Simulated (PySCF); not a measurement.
BeH, SMILES [BeH+], charge +1. Atoms are numbered in the order given.

```xyz
2

Be     0.0000     0.0000    -0.2637
H      0.0000     0.0000     1.0547
```
Charge +1, spin multiplicity 1.

Coordinates come from a r2SCAN-D4/def2-TZVPD optimisation. The multiplicity is an assumed one; other spin states were not compared.

Calculation: KT2/pcSseg-2 in PySCF.

GIAO shieldings, no solvent; atoms alike by connectivity are averaged. δ = σ(ref) − σ: ¹H against TMS (σ = 31.47 ppm), references at their B3LYP-D3(BJ)/def2-TZVP geometries, non-relativistic.

```json
[
 {"nucleus": "¹H", "atoms": "H2", "count": "1", "δ (ppm)": "6.90"}
]
```
